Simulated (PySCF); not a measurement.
# PH2 (SMILES [PH2]): NEVPT2(7,6)/6-31G

What is the energy change on altering one bond length of PH2 at NEVPT2(7,6)/6-31G? The job is set up through a Python script.

Program for the calculation: PySCF 2.14.0.

13 further runs of the same task are left out: 2 that didn't finish, 11 set aside as unsound or not needed.

## (1) The structure to begin with

PH2 has 3 atoms, charge 0, and is taken as a doublet. As SMILES, `[PH2]`. Geometry: relaxed at GFN2-xTB.

Bond lengths: P1–H2 1.392 Å, P1–H3 1.392 Å. Angles: H2–P1–H3 91.4°.

## (2) The energy at NEVPT2(7,6)/6-31G

The input, calc.py:

```python
import numpy
from pyscf import gto, scf, mp, mcscf, mrpt

mol = gto.Mole()
mol.atom = '''
P      0.514470    -0.302750     0.252680
H      0.111510     1.027360     0.172420
H     -0.625980    -0.724620    -0.425100
'''
mol.verbose = 3
mol.spin = 1
mol.max_memory = 1860
mol.basis = '6-31g'
mol.build()

calc0 = mol.ROHF()
calc0.conv_tol = 1e-10
calc0.kernel()
if not calc0.converged:
    calc0 = calc0.newton().run(calc0.mo_coeff, calc0.mo_occ)

pt = mp.MP2(scf.addons.convert_to_uhf(calc0)).run()
noons, natorbs = mcscf.addons.make_natural_orbitals(pt)
print('natural occupations', numpy.round(noons[:40], 4))
cas = mcscf.CASSCF(calc0, 6, 7)
cas.fix_spin_(ss=0.75)
cas.natorb = True
cas.kernel(natorbs)
e_pt2 = mrpt.NEVPT(cas).kernel()
e_final = cas.e_tot + e_pt2
print('E = %.10f Eh' % e_final)
```

On the command line:

```sh
$ OMP_NUM_THREADS=1 python calc.py
```

Standard output:

```text
converged SCF energy = -341.807810003562
E(UMP2) = -341.857963053192  E_corr = -0.050153049630422
E(SCS-UMP2) = -341.862974776633  E_corr = -0.055164773070795
natural occupations [2.0000e+00 1.9999e+00 1.9999e+00 1.9998e+00 1.9998e+00 1.9908e+00
 1.9833e+00 1.9820e+00 9.9760e-01 1.7000e-02 1.2900e-02 6.0000e-03
 3.6000e-03 3.3000e-03 2.6000e-03 8.0000e-04 8.0000e-04]
CASSCF energy = -341.846909007756
CASCI E = -341.846909007756  E(CI) = -11.5824180226097  S^2 = 0.7500000
Sr    (-1)',   E = -0.00903596712401
Si    (+1)',   E = -0.00008631132288
Sijrs (0)  ,   E = -0.00088350554555
Sijr  (+1) ,   E = -0.00127318566018
Srsi  (-1) ,   E = -0.00026068721096
Srs   (-2) ,   E = -0.00971987930927
Sij   (+2) ,   E = -0.00042102473213
Sir   (0)' ,   E = -0.00041270108541
Nevpt2 Energy = -0.022093261990384
E = -341.8690022697 Eh
```

Run time: 1 s. Hardware: 1 thread of Intel Xeon Platinum 8488C (Sapphire Rapids), shared host; peak memory 0.12 GiB.

## (3) The distorted shape, same level

The input, mol.xyz:

```xyz
3

P      1.084717    -0.091807     0.591583
H      0.681757     1.238303     0.511323
H     -0.625980    -0.724620    -0.425100
```

The input, input.py:

```python
import numpy
from pyscf import gto, scf, mp, mcscf, mrpt

system = gto.M(
    atom='mol.xyz',
    spin=1,
    charge=0,
    basis='6-31g',
    verbose=4,
    max_memory=1860,
)

mf = system.ROHF()
mf.conv_tol = 1e-10
mf.kernel()
if not mf.converged:
    mf = mf.newton().run(mf.mo_coeff, mf.mo_occ)

pt = mp.MP2(scf.addons.convert_to_uhf(mf)).run()
noons, natorbs = mcscf.addons.make_natural_orbitals(pt)
print('natural occupations', numpy.round(noons[:40], 4))
cas = mcscf.CASSCF(mf, 6, 7)
cas.fix_spin_(ss=0.75)
cas.natorb = True
cas.kernel(natorbs)
e_pt2 = mrpt.NEVPT(cas).kernel()
e_final = cas.e_tot + e_pt2
print(f'total energy: {e_final:.8f} hartree')
```

On the command line:

```sh
$ OMP_NUM_THREADS=1 python input.py
```

Standard output:

```text
PySCF version 2.14.0

[INPUT] num. atoms = 3
[INPUT] num. electrons = 17
[INPUT] charge = 0
[INPUT] spin (= nelec alpha-beta = 2S) = 1
[INPUT] symmetry False subgroup None
[INPUT] Mole.unit = angstrom
[INPUT] Symbol           X                Y                Z      unit          X                Y                Z       unit  Magmom
[INPUT]  1 P      1.084717000000  -0.091807000000   0.591583000000 AA    2.049818052660  -0.173490086318   1.117929849949 Bohr   0.0
[INPUT]  2 H      0.681757000000   1.238303000000   0.511323000000 AA    1.288334013505   2.340053529227   0.966260431191 Bohr   0.0
[INPUT]  3 H     -0.625980000000  -0.724620000000  -0.425100000000 AA   -1.182930759455  -1.369333344382  -0.803322575553 Bohr   0.0

nuclear repulsion = 9.71154859236164
number of shells = 11
number of NR pGTOs = 54
number of NR cGTOs = 17
basis = 6-31g
ecp = {}

******** <class 'pyscf.scf.rohf.ROHF'> ********
method = ROHF
initial guess = minao
damping factor = 0
level_shift factor = 0
DIIS = <class 'pyscf.scf.diis.CDIIS'>
diis_start_cycle = 1
diis_space = 8
diis_damp = 0
SCF conv_tol = 1e-10
SCF conv_tol_grad = None
SCF max_cycles = 50
direct_scf = True
direct_scf_tol = 1e-13
num. doubly occ = 8  num. singly occ = 1
Set gradient conv threshold to 1e-05
init E= -341.331179878594
  HOMO = -0.172087308821559  LUMO = -0.013185895779551  gap/eV = 4.32393
cycle= 1 E= -341.732931198256  delta_E= -0.402  |g|= 0.103  |ddm|= 1.01
  HOMO = -0.186730890958165  LUMO = 0.0360800239344323  gap/eV = 6.06299
[... 17 lines left out ...]
converged SCF energy = -341.742217603631
[... 33 lines left out ...]
sorting_mo_energy = False
[... 20 lines left out ...]
1-step CASSCF converged in   3 macro ( 27 JK   7 micro) steps
[... 2 lines left out ...]
Natural orbital (expansion on meta-Lowdin AOs) in CAS space
[... 33 lines left out ...]
CASSCF energy = -341.806071757755
[... 2 lines left out ...]
******** <class 'pyscf.mrpt.nevpt2.NEVPT'> ********
NEVPT2 (4e+3e, 6o), ncore = 5, nvir = 6
root = 0
Natural occ [1.99515528 1.97099708 1.83545875 1.         0.16680894 0.03157995]
Natural orbital (expansion on meta-Lowdin AOs) in CAS space
               #1        #2        #3        #4        #5
0 P 1s          -0.02117   0.00342  -0.00068   0.00000  -0.00085
0 P 2s           0.22947  -0.03329   0.00823  -0.00000   0.00715
0 P 3s           0.92787  -0.03169  -0.02111  -0.00000   0.11243
[... 13 lines of this table left out ...]
2 H 2s          -0.01161   0.00976   0.04088  -0.00000  -0.02304
               #6
0 P 1s          -0.00142
0 P 2s           0.01454
0 P 3s           0.26938
0 P 4s           0.06305
0 P 2px          0.00088
0 P 2py         -0.00293
0 P 2pz          0.00018
0 P 3px         -0.18980
0 P 3py          0.62102
0 P 3pz         -0.03839
0 P 4px          0.00608
0 P 4py         -0.03143
0 P 4pz         -0.00001
1 H 1s          -0.70307
1 H 2s           0.05622
2 H 1s          -0.03959
2 H 2s           0.00453
<CAS-nat-orb|mo-hf>  6      6        0.86438481
<CAS-nat-orb|mo-hf>  6      7       -0.45260475
<CAS-nat-orb|mo-hf>  7      6       -0.49680823
<CAS-nat-orb|mo-hf>  7      7       -0.83559609
<CAS-nat-orb|mo-hf>  8      8        0.94702156
<CAS-nat-orb|mo-hf>  9      9       -0.99999582
<CAS-nat-orb|mo-hf>  10     10      -0.96689374
<CAS-nat-orb|mo-hf>  11     11      -0.84681342
<CAS-nat-orb|mo-hf>  11     17       0.40227884
Sr    (-1)',   E = -0.00887343742371
Si    (+1)',   E = -0.00005901294327
Sijrs (0)  ,   E = -0.00101221133852
Sijr  (+1) ,   E = -0.00128478400925
Srsi  (-1) ,   E = -0.00028310079295
Srs   (-2) ,   E = -0.00829200964790
Sij   (+2) ,   E = -0.00035501289268
Sir   (0)' ,   E = -0.00039650657926
Nevpt2 Energy = -0.020556075627516
total energy: -341.82662783 hartree
```

Wall time 1 s (1 thread of Intel Xeon Platinum 8488C (Sapphire Rapids), shared host); peak memory 0.12 GiB.

## (4) Results

At NEVPT2(7,6)/6-31G:

| quantity | value |
| --- | --- |
| first shape: total energy | -341.86900 Eh |
| first shape: dipole moment (Hartree–Fock density) | 1.24 D |
| distorted shape: total energy | -341.82663 Eh |
| distorted shape: dipole moment (Hartree–Fock density) | 1.10 D |
| energy change with the P1–H3 bond stretched from 1.392 to 2.088 Å | 1.153 eV |

With the P1–H3 bond stretched from 1.392 to 2.088 Å the energy rises by 1.15 eV (27 kcal/mol). The first shape isn't relaxed at this level, so the change isn't measured from a minimum. Mulliken charges (first shape) of the mean-field density run from -0.11 on H2 to +0.21 on P1.
